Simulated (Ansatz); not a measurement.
Relaxation of H3N2P (6 atoms, charge 0, multiplicity 1), to a largest force component of 0.02 eV/Å in at most 40 steps.

The calculation used RKS PBE/STO-3G in Ansatz.

```xyz
6
Properties=species:S:1:pos:R:3:forces:R:3
N -0.203 0.411 -2.281 -7.14 9.15 -10.62
N 0.296 -0.229 -1.538 7.18 -9.16 10.28
P -0.076 -0.055 1.522 -0.29 0.02 2.12
H -0.548 -1.065 0.700 -0.28 -0.62 -0.63
H 1.146 -0.005 0.875 0.83 0.03 -0.55
H -0.616 0.943 0.722 -0.30 0.57 -0.61
```

Problem. Where does it end, and by what steps?

Solution. It converged. The force dipped under the threshold on the way, but the program's further checks kept it going. Limits of this set-up: minimal basis. After 33 steps the energy has fallen by 0.807 eV; H5 moved furthest, 0.79 Å. The start is strongly strained (largest force component 11 eV/Å).

| step | energy less start (eV) | largest force component (eV/Å) | accepted |
| --- | --- | --- | --- |
| 0 | 0.0000 | 10.623 | yes |
| 2 | -0.7954 | 0.287 | yes |
| 4 | -0.7959 | 0.360 | no |
| 6 | -0.7979 | 0.235 | yes |
| 8 | -0.7991 | 0.082 | yes |
| 10 | -0.7993 | 0.098 | yes |
| 12 | -0.7996 | 0.077 | yes |
| 14 | -0.7957 | 0.583 | no |
| 16 | -0.8002 | 0.051 | yes |
| 18 | -0.8005 | 0.038 | yes |
| 20 | -0.8010 | 0.107 | yes |
| 22 | -0.8017 | 0.069 | yes |
| 24 | -0.8024 | 0.128 | yes |
| 26 | -0.8028 | 0.231 | no |
| 28 | -0.8044 | 0.131 | yes |
| 30 | -0.8057 | 0.100 | yes |
| 32 | -0.8020 | 0.442 | no |
| 33 | -0.8074 | 0.005 | yes |

```xyz
6
Properties=species:S:1:pos:R:3
N -0.448 0.533 -2.950
N 0.295 0.152 -2.093
P -0.242 0.131 1.704
H -0.514 -1.218 1.351
H 1.157 -0.113 1.653
H -0.248 0.515 0.335
```

Run time: 16 s on 1 thread of Arm Neoverse V2, with other jobs on the host, peak memory 0.09 GiB.
